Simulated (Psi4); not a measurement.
# UB3LYP/6-31G(d) (Cartesian functions) run of [C2H2F2]+ (SMILES [CH2+][C](F)F), part 2 of 2

Psi4 1.11.

## Step 3: The quartet at the same level

Input file calc.dat:

```
memory 1.6 GB

molecule geom {
  1 4
  C     -0.58815836     1.18652124    -0.47520943
  C      0.50967803    -1.02612129     0.41005167
  F     -0.75912188    -2.88111424     1.28590194
  F      2.88969360    -1.41308050     0.43174573
  H      0.58214903     2.71572541    -1.20447364
  H     -2.63420263     1.41806938    -0.44801627
  units au
  symmetry c1
  no_reorient
  no_com
}

set globals {
  basis                6-31G*
  reference            uks
  puream               false
  e_convergence        1e-09
  d_convergence        1e-08
  scf_type             pk
  dft_radial_points    99
  dft_spherical_points 590
  maxiter              200
}

gradient('b3lyp')
```

Launch:

```sh
$ psi4 calc.dat calc.out -n 1
```

calc.out:

```text
Psi4 1.11 release

  Memory set to   1.490 GiB by Python driver.

gradient() will perform analytic gradient computation.

   => Loading Basis Set <=

    Name: 6-31G*
    Role: ORBITAL
    Keyword: BASIS

         ---------------------------------------------------------
                                   SCF
                              UKS Reference
                        1 Threads,   1525 MiB Core
         ---------------------------------------------------------

  ==> Geometry <==

    Molecular point group: c1
    Full point group: C1

    Geometry (in Bohr), charge = 1, multiplicity = 4:

       Center              X                  Y                   Z               Mass
    ------------   -----------------  -----------------  -----------------  -----------------
         C           -0.588158360000     1.186521240000    -0.475209430000    12.000000000000
         C            0.509678030000    -1.026121290000     0.410051670000    12.000000000000
         F           -0.759121880000    -2.881114240000     1.285901940000    18.998403162730
         F            2.889693600000    -1.413080500000     0.431745730000    18.998403162730
         H            0.582149030000     2.715725410000    -1.204473640000     1.007825032230
         H           -2.634202630000     1.418069380000    -0.448016270000     1.007825032230

  Running in c1 symmetry.

  Rotational constants: A =      0.37572  B =      0.20070  C =      0.13082 [cm^-1]
  Rotational constants: A =  11263.91778  B =   6016.88541  C =   3921.90709 [MHz]
  Nuclear repulsion =  118.497687052403251

  Charge       = 1
  Multiplicity = 4
  Electrons    = 31
  Nalpha       = 17
  Nbeta        = 14

  ==> Algorithm <==

  SCF Algorithm Type is PK.
  DIIS enabled.
  MOM disabled.
  Fractional occupation disabled.
  Guess Type is SAD.
  Energy threshold   = 1.00e-09
  Density threshold  = 1.00e-08
  Integral threshold = 1.00e-12

  ==> Primary Basis <==

  Basis Set: 6-31G*
    Blend: 6-31G*
    Number of shells: 28
    Number of basis functions: 64
    Number of Cartesian functions: 64
    Spherical Harmonics?: false
    Max angular momentum: 2

  ==> DFT Potential <==

   => LibXC <=

    Version 7.1.2

   => Composite Functional: B3LYP <=

    B3LYP Hyb-GGA Exchange-Correlation Functional

    Deriv               =              1
    GGA                 =           TRUE
    Meta                =          FALSE

    Exchange Hybrid     =           TRUE
    MP2 Hybrid          =          FALSE

   => Exchange Functionals <=

    0.0800   Slater exchange
    0.7200         Becke 88

   => Exact (HF) Exchange <=

    0.2000               HF

   => Correlation Functionals <=

    0.1900   Vosko, Wilk & Nusair (VWN5_RPA)
    0.8100   Lee, Yang & Parr

   => LibXC Density Thresholds  <==

    XC_HYB_GGA_XC_B3LYP:  1.00E-15

   => Molecular Quadrature <=

    Radial Scheme          =       TREUTLER
    Pruning Scheme         =           NONE
    Nuclear Scheme         =       TREUTLER

    Blocking Scheme        =         OCTREE
    BS radius alpha        =              1
    Pruning alpha          =              1
    Radial Points          =             99
    Spherical Points       =            590
    Total Points           =         332262
    Total Blocks           =           2439
    Max Points             =            256
    Max Functions          =             63
    Weights Tolerance      =       1.00E-15

  ==> Integral Setup <==

  Using in-core PK algorithm.
   Calculation information:
      Number of atoms:                   6
      Number of AO shells:              28
      Number of primitives:             68
      Number of atomic orbitals:        64
      Number of basis functions:        64

      Integral cutoff                 1.00e-12
      Number of threads:                 1

  Performing in-core PK
  Using 4328480 doubles for integral storage.
  We computed 80465 shell quartets total.
  Whereas there are 82621 unique shell quartets.

  ==> DiskJK: Disk-Based J/K Matrices <==

    J tasked:                  Yes
    K tasked:                  Yes
    wK tasked:                  No
    Memory [MiB]:              598
    Schwarz Cutoff:          1E-12

  Cached 100.0% of DFT collocation blocks in 0.533 [GiB].

  Minimum eigenvalue in the overlap matrix is 3.0564709513E-03.
  Reciprocal condition number of the overlap matrix is 4.8945262877E-04.
    Using symmetric orthogonalization.

  ==> Pre-Iterations <==

  SCF Guess: Superposition of Atomic Densities via on-the-fly atomic UHF (no occupation information).

   -------------------------
    Irrep   Nso     Nmo
   -------------------------
     A         64      64
   -------------------------
    Total      64      64
   -------------------------

  ==> Iterations <==

                        Total Energy        Delta E     RMS |[F,P]|

   @UKS iter SAD:  -276.75416850720927   -2.76754e+02   0.00000e+00
   @UKS iter   1:  -276.24216976105299    5.11999e-01   7.58909e-03 DIIS/ADIIS
   @UKS iter   2:  -275.94828110725399    2.93889e-01   1.49810e-02 DIIS/ADIIS
   @UKS iter   3:  -276.36847904246861   -4.20198e-01   2.02580e-03 DIIS/ADIIS
   @UKS iter   4:  -276.37712066335030   -8.64162e-03   6.10443e-04 DIIS/ADIIS
   @UKS iter   5:  -276.37766842472502   -5.47761e-04   3.20877e-04 DIIS/ADIIS
   @UKS iter   6:  -276.37787586372730   -2.07439e-04   7.13873e-05 DIIS
   @UKS iter   7:  -276.37786213088748    1.37328e-05   1.31358e-04 DIIS/ADIIS
   @UKS iter   8:  -276.37788746184413   -2.53310e-05   1.47871e-05 DIIS
   @UKS iter   9:  -276.37788800573793   -5.43894e-07   1.62254e-06 DIIS
   @UKS iter  10:  -276.37788801831147   -1.25735e-08   1.47778e-06 DIIS
   @UKS iter  11:  -276.37788802220376   -3.89230e-09   4.94243e-07 DIIS
   @UKS iter  12:  -276.37788802263515   -4.31385e-10   2.90393e-07 DIIS
   @UKS iter  13:  -276.37788802281864   -1.83491e-10   1.57904e-07 DIIS
   @UKS iter  14:  -276.37788802288242   -6.37783e-11   7.09017e-08 DIIS
   @UKS iter  15:  -276.37788802289890   -1.64846e-11   1.58517e-08 DIIS
   @UKS iter  16:  -276.37788802289964   -7.38964e-13   3.00623e-09 DIIS
  Energy and wave function converged.

  ==> Post-Iterations <==

   Electrons on quadrature grid:
      Nalpha   =   16.9999999319 ; deviation = -6.814e-08
      Nbeta    =   13.9999999531 ; deviation = -4.691e-08
      Ntotal   =   30.9999998850 ; deviation = -1.150e-07

   @Spin Contamination Metric:   6.969089511E-03
   @S^2 Expected:                3.750000000E+00
   @S^2 Observed:                3.756969090E+00
   @S   Expected:                1.500000000E+00
   @S   Observed:                1.500000000E+00

    Orbital Energies [Eh]
    ---------------------

    Alpha Occupied:

       1A    -25.085165     2A    -25.084899     3A    -10.604972
       4A    -10.526390     5A     -1.630554     6A     -1.569448
       7A     -1.093481     8A     -0.959501     9A     -0.894987
      10A     -0.856873    11A     -0.851125    12A     -0.779764
      13A     -0.769902    14A     -0.748500    15A     -0.747141
      16A     -0.598590    17A     -0.379508

    Alpha Virtual:

      18A     -0.142496    19A     -0.141251    20A     -0.105875
      21A      0.011896    22A      0.034056    23A      0.231952
      24A      0.241777    25A      0.272401    26A      0.294311
      27A      0.315508    28A      0.328659    29A      0.529758
      30A      0.607812    31A      0.613197    32A      0.717608
      33A      0.816502    34A      0.871141    35A      0.935197
      36A      0.941416    37A      1.038552    38A      1.079538
      39A      1.109348    40A      1.116197    41A      1.320493
      42A      1.321422    43A      1.395689    44A      1.474475
      45A      1.475297    46A      1.533321    47A      1.662342
      48A      1.673707    49A      1.686635    50A      1.719948
      51A      1.748145    52A      1.852442    53A      1.859876
      54A      2.111871    55A      2.255036    56A      2.296714
      57A      2.477646    58A      2.729317    59A      2.796338
      60A      2.848073    61A      3.724385    62A      3.930292
      63A      4.376547    64A      4.879140

    Beta Occupied:

       1A    -25.071040     2A    -25.070795     3A    -10.588589
       4A    -10.507529     5A     -1.598169     6A     -1.536410
       7A     -1.035404     8A     -0.923702     9A     -0.875266
      10A     -0.800748    11A     -0.797918    12A     -0.732184
      13A     -0.710610    14A     -0.699264

    Beta Virtual:

      15A     -0.630715    16A     -0.412922    17A     -0.187863
      18A     -0.120471    19A     -0.107326    20A     -0.058791
      21A      0.035148    22A      0.058994    23A      0.258515
      24A      0.285548    25A      0.296722    26A      0.319501
      27A      0.367734    28A      0.382300    29A      0.557402
      30A      0.632696    31A      0.646741    32A      0.753119
      33A      0.831024    34A      0.897310    35A      0.953904
      36A      0.982427    37A      1.066340    38A      1.104025
      39A      1.140520    40A      1.151243    41A      1.358845
      42A      1.409012    43A      1.419281    44A      1.494665
      45A      1.502510    46A      1.554010    47A      1.682834
      48A      1.700308    49A      1.737771    50A      1.751198
      51A      1.795066    52A      1.877703    53A      1.905048
      54A      2.173346    55A      2.311938    56A      2.340899
      57A      2.499196    58A      2.747869    59A      2.812777
      60A      2.863298    61A      3.766603    62A      3.961605
      63A      4.405565    64A      4.890810

    Final Occupation by Irrep:
              A
    DOCC [    14 ]
    SOCC [     3 ]
    NA   [    17 ]
    NB   [    14 ]

  @UKS Final Energy:  -276.37788802289964

   => Energetics <=

    Nuclear Repulsion Energy =            118.4976870524032506
    One-Electron Energy =                -606.9827419476848718
    Two-Electron Energy =                 238.0748811844062800
    DFT Exchange-Correlation Energy =     -25.9677143120242775
    Empirical Dispersion Energy =           0.0000000000000000
    VV10 Nonlocal Energy =                  0.0000000000000000
    Total Energy =                       -276.3778880228996400

  UHF NO Occupations:
  HONO-2 :   15  A 1.0000000
  HONO-1 :   16  A 1.0000000
  HONO-0 :   17  A 1.0000000
  LUNO+0 :   18  A 0.0009612
  LUNO+1 :   19  A 0.0007474
  LUNO+2 :   20  A 0.0007153
  LUNO+3 :   21  A 0.0004683

Computation Completed

Properties will be evaluated at   0.000000,   0.000000,   0.000000 [a0]

Properties computed using the SCF density matrix

 Multipole Moments:

 ------------------------------------------------------------------------------------
     Multipole            Electronic (a.u.)      Nuclear  (a.u.)        Total (a.u.)
 ------------------------------------------------------------------------------------

 L = 1.  Multiply by 2.5417464519 to convert [e a0] to [Debye]
 Dipole X            :        -16.7260121           16.6522099           -0.0738022
 Dipole Y            :         33.7012108          -33.5515582            0.1496526
 Dipole Z            :        -13.4749026           13.4153926           -0.0595100
 Magnitude           :                                                    0.1771556

 ------------------------------------------------------------------------------------

	total time  =         19 seconds =       0.32 minutes

         ------------------------------------------------------------
                                   SCF GRAD
         ------------------------------------------------------------

  ==> Geometry <==

    Molecular point group: c1
    Full point group: C1

    Geometry (in Bohr), charge = 1, multiplicity = 4:

       Center              X                  Y                   Z               Mass
    ------------   -----------------  -----------------  -----------------  -----------------
         C           -0.588158360000     1.186521240000    -0.475209430000    12.000000000000
         C            0.509678030000    -1.026121290000     0.410051670000    12.000000000000
         F           -0.759121880000    -2.881114240000     1.285901940000    18.998403162730
         F            2.889693600000    -1.413080500000     0.431745730000    18.998403162730
         H            0.582149030000     2.715725410000    -1.204473640000     1.007825032230
         H           -2.634202630000     1.418069380000    -0.448016270000     1.007825032230

  Nuclear repulsion =  118.497687052403251

  ==> Basis Set <==

  Basis Set: 6-31G*
    Blend: 6-31G*
    Number of shells: 28
    Number of basis functions: 64
    Number of Cartesian functions: 64
    Spherical Harmonics?: false
    Max angular momentum: 2

  ==> DirectJKGrad: Integral-Direct SCF Gradients <==

    Gradient:                    1
    J tasked:                  Yes
    K tasked:                  Yes
    wK tasked:                  No
    Integrals threads:           1
    Schwarz Cutoff:          1E-12

  ==> DFT Potential <==

   => LibXC <=

    Version 7.1.2

   => Composite Functional: B3LYP <=

    B3LYP Hyb-GGA Exchange-Correlation Functional

    Deriv               =              1
    GGA                 =           TRUE
    Meta                =          FALSE

    Exchange Hybrid     =           TRUE
    MP2 Hybrid          =          FALSE

   => Exchange Functionals <=

    0.0800   Slater exchange
    0.7200         Becke 88

   => Exact (HF) Exchange <=

    0.2000               HF

   => Correlation Functionals <=

    0.1900   Vosko, Wilk & Nusair (VWN5_RPA)
    0.8100   Lee, Yang & Parr

   => LibXC Density Thresholds  <==

    XC_HYB_GGA_XC_B3LYP:  1.00E-15

   => Molecular Quadrature <=

    Radial Scheme          =       TREUTLER
    Pruning Scheme         =           NONE
    Nuclear Scheme         =       TREUTLER

    Blocking Scheme        =         OCTREE
    BS radius alpha        =              1
    Pruning alpha          =              1
    Radial Points          =             99
    Spherical Points       =            590
    Total Points           =         332262
    Total Blocks           =           2439
    Max Points             =            256
    Max Functions          =             63
    Weights Tolerance      =       1.00E-15

  -Total Gradient:
     Atom            X                  Y                   Z
    ------   -----------------  -----------------  -----------------
       1        0.021422378277    -0.043675246890     0.017554880680
       2       -0.011143002286     0.023149425416    -0.009219047892
       3        0.034820115013     0.053318061708    -0.025078791854
       4       -0.067646960318     0.012249864169    -0.001188693705
       5       -0.000649467764    -0.027287002422     0.011767182518
       6        0.023186302503    -0.017733381354     0.006155743878

	total time  =          3 seconds =       0.05 minutes

    Psi4 run time: 0:00:21.29
```

Run time: 23 s. Hardware: 1 thread of Intel Xeon Platinum 8488C (Sapphire Rapids), shared host; peak memory 0.8 GiB.

## Step 4: Summary of results

What follows sums up all 2 parts.

Level: UB3LYP/6-31G* (Cartesian functions).

| quantity | value |
| --- | --- |
| doublet: total energy | -276.69694 Eh |
| doublet: HOMO energy (highest over α and β) | -16.10 eV |
| doublet: LUMO energy (lowest over α and β) | -12.62 eV |
| doublet: ⟨S²⟩ | 0.752 |
| doublet: largest force on an atom | 1.852 eV/Å |
| quartet: total energy | -276.37789 Eh |
| quartet: HOMO energy (highest over α and β) | -10.33 eV |
| quartet: ⟨S²⟩ | 3.757 |
| quartet: largest force on an atom | 3.536 eV/Å |
| vertical energy of the quartet above the doublet | 8.682 eV |

At this shape the quartet lies 8.68 eV (200 kcal/mol) above the doublet. The largest force (doublet) is 1.85 eV/Å: the shape isn't a stationary point for this species at this level. Mulliken charges (doublet) run from -0.25 on C1 to +0.74 on C2; they depend strongly on the basis.
